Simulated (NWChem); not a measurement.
**doublet C2H3F+: levels of theory compared**

Aim: a comparison of 4 runs (UHF/STO-3G, UHF/3-21G, UB3LYP/6-31G*) of doublet C2H3F+. Input form: an ASE script.

Program for the calculation: NWChem 7.3.0.

**1. The structure to begin with**

C2H3F+: 6 atoms, total charge +1, spin state doublet. SMILES of the parent species: `C=CF`. Geometry: relaxed at PBE0-D4/def2-TZVP. That shape belongs to the parent species and isn't relaxed for this state.

Bond lengths: C1–C2 1.316 Å, C2–F3 1.336 Å, C1–H4 1.082 Å, C1–H5 1.081 Å, C2–H6 1.084 Å. Angles: C1–C2–F3 122.3°, C1–C2–H6 125.7°, F3–C2–H6 112.0°, C2–C1–H4 121.6°, C2–C1–H5 119.2°, H4–C1–H5 119.2°.

**2. A single-point energy at UHF/STO-3G (run 1)**

File run.py:

```python
from ase import Atoms
from ase.calculators.nwchem import NWChem

atoms = Atoms(['C', 'C', 'F', 'H', 'H', 'H'], positions=[
    [-0.536200, 0.076400, -0.442800],
    [0.490000, -0.016300, 0.376600],
    [0.966200, -1.192400, 0.795500],
    [-1.043900, -0.803300, -0.816600],
    [-0.880200, 1.054100, -0.749700],
    [1.046100, 0.817400, 0.790700],
])

calc = NWChem(
    label='mol',
    theory='scf',
    memory='2200 mb',
    basis='STO-3G',
    basispar='spherical bse',
    charge=1,
    scf={'nopen': '1', 'uhf': None, 'thresh': '1e-08', 'maxiter': '80'},
    task='energy',
)
atoms.calc = calc

print("Total energy (eV):", round(atoms.get_potential_energy(), 6))
```

On the command line:

```bash
export ASE_NWCHEM_COMMAND="nwchem PREFIX.nwi > PREFIX.nwo"
python run.py
```

The program printed:

```text
Total energy (eV): -4741.663718
```

The calculator wrote mol.nwi:

```
title "mol"

permanent_dir mol

scratch_dir mol

start mol

geometry units angstrom nocenter noautosym noautoz
  C  -5.3620000000000001e-01 7.6399999999999996e-02 -4.4280000000000003e-01
  C  4.8999999999999999e-01 -1.6299999999999999e-02 3.7659999999999999e-01
  F  9.6619999999999995e-01 -1.1923999999999999e+00 7.9549999999999998e-01
  H  -1.0439000000000001e+00 -8.0330000000000001e-01 -8.1659999999999999e-01
  H  -8.8019999999999998e-01 1.0541000000000000e+00 -7.4970000000000003e-01
  H  1.0461000000000000e+00 8.1740000000000002e-01 7.9069999999999996e-01
end

charge 1

memory 2200 mb

basis spherical bse noprint
   * library STO-3G
end

scf
  nopen 1
  uhf
  thresh 1e-08
  maxiter 80
end

task scf energy
```

mol.nwo:

```text
Northwest Computational Chemistry Package (NWChem) 7.3.0
             --------------------------------------------------------

           Job information
           ---------------

    nwchem branch   = 7.3.0
    use scalapack   = T
    input           = mol.nwi
    prefix          = mol.
    data base       = mol/mol.db
    status          = startup
    nproc           =        1

           Memory information
           ------------------

    heap     =     72089598 doubles =      550.0 Mbytes
    stack    =     72089595 doubles =      550.0 Mbytes
    global   =    144179200 doubles =     1100.0 Mbytes (distinct from heap & stack)
    total    =    288358393 doubles =     2200.0 Mbytes
    verify   = yes
    hardfail = no

[... 38 lines left out ...]
            Nuclear Dipole moment (a.u.)
[... 83 lines left out ...]
 1-e energy   =    -360.691555
[... 7 lines left out ...]
         Quadratically convergent UHF
[... 15 lines left out ...]
       Final UHF  results
[... 3 lines left out ...]
      One electron energy =   -366.819109037964
[... 1 line left out ...]
 Nuclear repulsion energy =     67.793302729728
[... 30 lines left out ...]
          Final beta eigenvalues
[... 160 lines left out ...]
                     UHF Final Beta Molecular Orbital Analysis
[... 184 lines left out ...]
   Mulliken analysis of the spin density
   -------------------------------------

    Atom       Charge   Shell Charges
 -----------   ------   -------------------------------------------------------
    1 C    6     0.72   0.00  0.07  0.65
    2 C    6     0.16  -0.00  0.00  0.16
    3 F    9     0.23   0.00  0.00  0.23
    4 H    1    -0.05  -0.05
    5 H    1    -0.05  -0.05
    6 H    1    -0.01  -0.01

       Multipole analysis of the density wrt the origin
       ------------------------------------------------

     L   x y z        total         alpha         beta         nuclear
     -   - - -        -----         -----         ----         -------
     0   0 0 0      1.000000    -12.000000    -11.000000     24.000000

     1   1 0 0      0.103458     -7.072492     -7.073719     14.249668
[... 8 lines of this table left out ...]
     2   0 0 2     -9.602457    -22.822846    -20.979233     34.199621

 Task  times  cpu:        0.4s     wall:        0.4s
 Total times  cpu:        0.5s     wall:        0.5s
```

Run time: 1.3 s. Hardware: 1 thread of AMD EPYC 9R45 (Zen 5), shared host; peak memory 0.099 GiB.

**3. A single-point energy at UHF/3-21G (run 2)**

Changes to run.py since step 2:

```diff
@@ -13,6 +13,6 @@
 calc = NWChem(
-    label='mol',
+    label='c2h3f',
     theory='scf',
     memory='2200 mb',
-    basis='STO-3G',
+    basis='3-21G',
     basispar='spherical bse',
@@ -24,2 +24,3 @@
 
-print("Total energy (eV):", round(atoms.get_potential_energy(), 6))
+e = atoms.get_potential_energy()
+print(f"E = {e:.6f} eV")
```

On the command line:

```bash
export ASE_NWCHEM_COMMAND="nwchem PREFIX.nwi > PREFIX.nwo"
python run.py
```

The program printed:

```text
E = -4777.621015 eV
```

The calculator wrote c2h3f.nwi:

```
title "c2h3f"

permanent_dir c2h3f

scratch_dir c2h3f

start c2h3f

geometry units angstrom nocenter noautosym noautoz
  C  -5.3620000000000001e-01 7.6399999999999996e-02 -4.4280000000000003e-01
  C  4.8999999999999999e-01 -1.6299999999999999e-02 3.7659999999999999e-01
  F  9.6619999999999995e-01 -1.1923999999999999e+00 7.9549999999999998e-01
  H  -1.0439000000000001e+00 -8.0330000000000001e-01 -8.1659999999999999e-01
  H  -8.8019999999999998e-01 1.0541000000000000e+00 -7.4970000000000003e-01
  H  1.0461000000000000e+00 8.1740000000000002e-01 7.9069999999999996e-01
end

charge 1

memory 2200 mb

basis spherical bse noprint
   * library 3-21G
end

scf
  nopen 1
  uhf
  thresh 1e-08
  maxiter 80
end

task scf energy
```

c2h3f.nwo:

```text
Northwest Computational Chemistry Package (NWChem) 7.3.0
             --------------------------------------------------------

           Job information
           ---------------

    nwchem branch   = 7.3.0
    use scalapack   = T
    input           = c2h3f.nwi
    prefix          = c2h3f.
    data base       = c2h3f/c2h3f.db
    status          = startup
    nproc           =        1

           Memory information
           ------------------

    heap     =     72089598 doubles =      550.0 Mbytes
    stack    =     72089595 doubles =      550.0 Mbytes
    global   =    144179200 doubles =     1100.0 Mbytes (distinct from heap & stack)
    total    =    288358393 doubles =     2200.0 Mbytes
    verify   = yes
    hardfail = no

[... 38 lines left out ...]
            Nuclear Dipole moment (a.u.)
[... 83 lines left out ...]
 1-e energy   =    -359.154541
[... 7 lines left out ...]
         Quadratically convergent UHF
[... 14 lines left out ...]
       Final UHF  results
[... 3 lines left out ...]
      One electron energy =   -368.299936135569
[... 1 line left out ...]
 Nuclear repulsion energy =     67.793302729728
[... 34 lines left out ...]
          Final beta eigenvalues
[... 193 lines left out ...]
                     UHF Final Beta Molecular Orbital Analysis
[... 215 lines left out ...]
    Atom       Charge   Shell Charges
 -----------   ------   -------------------------------------------------------
    1 C    6     0.71   0.00  0.00  0.28  0.08  0.34
    2 C    6     0.35   0.00  0.00  0.17  0.03  0.15
    3 F    9     0.09   0.00  0.00  0.07  0.00  0.02
    4 H    1    -0.05  -0.02 -0.03
    5 H    1    -0.06  -0.02 -0.03
    6 H    1    -0.03  -0.01 -0.02

       Multipole analysis of the density wrt the origin
       ------------------------------------------------

     L   x y z        total         alpha         beta         nuclear
     -   - - -        -----         -----         ----         -------
     0   0 0 0      1.000000    -12.000000    -11.000000     24.000000

     1   1 0 0     -0.209700     -7.177603     -7.281764     14.249668
[... 8 lines of this table left out ...]
     2   0 0 2    -10.258741    -23.224884    -21.233479     34.199621

 Task  times  cpu:        0.4s     wall:        0.4s
 Total times  cpu:        0.4s     wall:        0.4s
```

It took 1.2 s on 1 thread of AMD EPYC 9R45 (Zen 5), shared host; peak memory 0.098 GiB.

Run 3 isn't shown in full; the table further down has it.

**4. A single-point energy at UB3LYP/6-31G(d) (Cartesian functions) (run 4)**

File run.py:

```python
from ase import Atoms
from ase.calculators.nwchem import NWChem

mol = Atoms(['C', 'C', 'F', 'H', 'H', 'H'], positions=[
    [-0.536200, 0.076400, -0.442800],
    [0.490000, -0.016300, 0.376600],
    [0.966200, -1.192400, 0.795500],
    [-1.043900, -0.803300, -0.816600],
    [-0.880200, 1.054100, -0.749700],
    [1.046100, 0.817400, 0.790700],
])

calc = NWChem(
    label='nw',
    theory='dft',
    memory='2200 mb',
    basis='6-31G*',
    charge=1,
    dft={'xc': 'b3lyp', 'mult': '2', 'grid': 'xfine', 'convergence': 'energy 1e-08', 'iterations': '100', 'mulliken': None},
    task='energy',
)
mol.calc = calc

e = mol.get_potential_energy()
print(f"E = {e:.6f} eV")
```

On the command line:

```bash
export ASE_NWCHEM_COMMAND="nwchem PREFIX.nwi > PREFIX.nwo"
python run.py
```

The program printed:

```text
E = -4828.537183 eV
```

The calculator wrote nw.nwi:

```
title "nw"

permanent_dir nw

scratch_dir nw

start nw

geometry units angstrom nocenter noautosym noautoz
  C  -5.3620000000000001e-01 7.6399999999999996e-02 -4.4280000000000003e-01
  C  4.8999999999999999e-01 -1.6299999999999999e-02 3.7659999999999999e-01
  F  9.6619999999999995e-01 -1.1923999999999999e+00 7.9549999999999998e-01
  H  -1.0439000000000001e+00 -8.0330000000000001e-01 -8.1659999999999999e-01
  H  -8.8019999999999998e-01 1.0541000000000000e+00 -7.4970000000000003e-01
  H  1.0461000000000000e+00 8.1740000000000002e-01 7.9069999999999996e-01
end

charge 1

memory 2200 mb

basis noprint
   * library 6-31G*
end

dft
  xc b3lyp
  mult 2
  grid xfine
  convergence energy 1e-08
  iterations 100
  mulliken
end

task dft energy
```

nw.nwo:

```text
Northwest Computational Chemistry Package (NWChem) 7.3.0
             --------------------------------------------------------

           Job information
           ---------------

    nwchem branch   = 7.3.0
    use scalapack   = T
    input           = nw.nwi
    prefix          = nw.
    data base       = nw/nw.db
    status          = startup
    nproc           =        1

           Memory information
           ------------------

    heap     =     72089598 doubles =      550.0 Mbytes
    stack    =     72089595 doubles =      550.0 Mbytes
    global   =    144179200 doubles =     1100.0 Mbytes (distinct from heap & stack)
    total    =    288358393 doubles =     2200.0 Mbytes
    verify   = yes
    hardfail = no

[... 101 lines left out ...]
  convergence criterion.
[... 17 lines left out ...]
          Convergence on gradient requested:  5.00D-04
[... 26 lines left out ...]
          Convergence aids based upon iterative change in
[... 30 lines left out ...]
 1-e energy   =    -360.107657
[... 55 lines left out ...]
         Total DFT energy =     -177.445470018990
[... 2 lines left out ...]
    Exchange-Corr. energy =      -22.059482239290
[... 366 lines left out ...]
                     DFT Final Beta Molecular Orbital Analysis
[... 443 lines left out ...]
 center of mass
 --------------
 x =   0.69463627 y =  -0.85637536 z =   0.55585566

 moments of inertia (a.u.)
 ------------------
         121.565153734833          50.127978034778         -60.878386455691
          50.127978034778         124.254167926631          42.316756270740
         -60.878386455691          42.316756270740         146.086192800767

     Multipole analysis of the density
     ---------------------------------

     L   x y z        total         alpha         beta         nuclear
     -   - - -        -----         -----         ----         -------
     0   0 0 0      1.000000    -12.000000    -11.000000     24.000000

     1   1 0 0     -0.083438     -7.174871     -7.158234     14.249668
[... 8 lines of this table left out ...]
     2   0 0 2     -9.664217    -22.912606    -20.951232     34.199621

 Task  times  cpu:       11.4s     wall:       11.4s
 Total times  cpu:       11.4s     wall:       11.4s
```

It took 12 s on 1 thread of AMD EPYC 9R45 (Zen 5), shared host; peak memory 0.13 GiB.

**5. Overview of the runs**

```csv
run,level,iteration cap,module,energy (Eh),HOMO energy (eV),LUMO energy (eV),⟨S²⟩,wall time
1,UHF/STO-3G,80,scf,-174.252929,-19.86,-6.88,0.766,1.3 s
2,UHF/3-21G,80,scf,-175.574335,-20.53,-8.43,0.755,1.2 s
3,UB3LYP/6-31G* (spherical functions),100,dft,-177.442919,-16.76,-13.26,0.752,11 s
4,UB3LYP/6-31G* (Cartesian functions),100,dft,-177.445470,-16.76,-13.26,0.752,12 s
```

**6. Summary of results**

| quantity | value |
| --- | --- |
| run 4: total energy | -177.44547 Eh |
| run 4: HOMO energy (highest over α and β) | -16.76 eV |
| run 4: LUMO energy (lowest over α and β) | -13.26 eV |
| run 4: ⟨S²⟩ | 0.752 |

**Reading.** In run 1 the basis is minimal, so the values are rough. All runs together took 26 s, the longest 12 s.
